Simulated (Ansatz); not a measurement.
# AlH (SMILES [AlH]): CCSD(T)/def2-TZVPPD

What is the vertical ionisation energy of AlH at CCSD(T)/def2-TZVPPD? 

The calculation is run with Ansatz 0.2.0.

33 further runs of the same task are left out: 33 set aside as unsound or not needed.

### Step 1. The structure to begin with

The species is AlH (2 atoms), meant as a singlet with charge 0. SMILES: `[AlH]`. The coordinates come from a PBE0-D4/def2-TZVP relaxation.

Bond lengths: Al1–H2 1.665 Å.

### Step 2. The energy at CCSD(T)/def2-TZVPPD

Contents of job.yaml:

```yaml
crystal:
  periodic: [false, false, false]
  atoms:
    - {symbol: Al, position_ang: [-0.000000, 0.000000, -0.025640]}
    - {symbol: H, position_ang: [0.000000, -0.000000, 1.639110]}
basis:
  gaussian: {orbitals: def2-TZVPPD.json}
correlation: {method: ccsd_t, frozen_orbitals: {Al: 5, H: 0}}
accuracy: high
scf: {omitted_lower_state_checks: [cluster_reference, increment]}
```

The basis set def2-TZVPPD is read from a file made from the Basis Set Exchange's data (not shown).

Launch:

```sh
$ ansatz run job.yaml --threads 1 --pin off --max-ram 3480MiB --events-out events.jsonl --progress --plain --runs-dir runs
```

Output, shortened:

```text
Warning: RAYON_NUM_THREADS=1 ignored (pool sized by the plan → 1); use --threads N
Functional definition: HF
  name "HF"
[...]
816 factors; integrals over basis functions are off by at most 3.6e-9 eV
[...]
mean field -6597.61652821 eV, -242.4579353868 hartree, gradient 1.0e-8 eV, S^2 0.000000; 0 other end points of the search recorded, 0 dependent functions left out; unrestricted orbitals would lower it
5 core orbitals not correlated: weight in the atoms' cores, before any rotation towards them, 1.000 or more for the frozen orbitals, at most 0.000 for the correlated occupied ones
reference -6597.61652821 eV, -242.4579353868 hartree; 2, 2 occupied and 58, 58 virtual orbitals, 816 factors
second order -1.69523293 eV of doubles, -0.00000000 eV of singles
cycle   1  -2.04118362 eV  change   -3.5e-1 eV  update   6.4e-2
[...]
cycle  23  -2.24842203 eV  change   2.3e-10 eV  update  8.7e-11
perturbative correction -0.03972864 eV, -0.0014600005 hartree
Total energy: -6599.90467888 eV, -242.5420233728 hartree
Checks for a lower state left out: cluster_reference, increment
```

It took 0.68 s on 1 thread of Arm Neoverse V2, shared host; peak memory 0.17 GiB.

### Step 3. The doublet cation

Contents of job.yaml:

```yaml
crystal:
  periodic: [false, false, false]
  atoms:
    - symbol: Al
      position_ang: [-0.000000, 0.000000, -0.025640]
    - symbol: H
      position_ang: [0.000000, -0.000000, 1.639110]
basis:
  gaussian:
    orbitals: def2-TZVPPD.json
total_charge: 1
magnetization:
  spin_polarized: true
  initial_magnetization: 1
correlation:
  method: ccsd_t
  frozen_orbitals: {Al: 5, H: 0}
accuracy: high
scf:
  omitted_lower_state_checks: [cluster_reference, increment]
```

The basis set def2-TZVPPD is read from a file made from the Basis Set Exchange's data (not shown).

Launch:

```sh
$ ansatz run job.yaml --threads 1 --pin off --max-ram 3480MiB --events-out events.jsonl --progress --plain --runs-dir runs
```

Output, shortened:

```text
Warning: RAYON_NUM_THREADS=1 ignored (pool sized by the plan → 1); use --threads N
[... 2 set-up lines as earlier in the session ...]
[...]
816 factors; integrals over basis functions are off by at most 3.6e-9 eV
[...]
mean field -6590.36341896 eV, -242.1913885382 hartree, gradient 3.0e-8 eV, S^2 0.785336; 0 other end points of the search recorded, 0 dependent functions left out
5 core orbitals not correlated: weight in the atoms' cores, before any rotation towards them, 1.000 or more for the frozen orbitals, at most 0.000 for the correlated occupied ones
reference -6590.36341896 eV, -242.1913885382 hartree; 2, 1 occupied and 58, 59 virtual orbitals, 816 factors
second order -0.90105985 eV of doubles, -0.00000000 eV of singles
cycle   1  -1.10229732 eV  change   -2.0e-1 eV  update   4.8e-2
[...]
cycle  21  -1.25758496 eV  change   2.3e-11 eV  update  2.6e-10
perturbative correction -0.01658647 eV, -0.0006095417 hartree
Total energy: -6591.63759040 eV, -242.2382134747 hartree
Checks for a lower state left out: cluster_reference, increment
```

Wall time 1.3 s (1 thread of Arm Neoverse V2, shared host); peak memory 0.28 GiB.

### Step 4. What came out

Level: CCSD(T)/def2-TZVPPD, 5 core orbitals frozen.

```
                                                   quantity          value
                                  singlet AlH: total energy  -242.54202 Eh
   singlet AlH: correlation energy (5 core orbitals frozen)      -84.1 mEh
                                singlet AlH: (T) correction      -1.46 mEh
                                 singlet AlH: T1 diagnostic          0.014
                               doublet cation: total energy  -242.23821 Eh
doublet cation: correlation energy (5 core orbitals frozen)      -46.8 mEh
                             doublet cation: (T) correction      -0.61 mEh
          doublet cation: ⟨S²⟩ of the reference determinant          0.785
                              doublet cation: T1 diagnostic          0.024
         vertical ionisation energy (to the doublet cation)       8.267 eV
```

In words: Removing an electron at fixed nuclei costs 8.27 eV (798 kJ/mol). The restricted solution (singlet AlH) is unstable to spin breaking: an unrestricted one lies lower. The triples (singlet AlH) make up 1.7 % of the correlation energy. The triples (doublet cation) make up 1.3 % of the correlation energy.
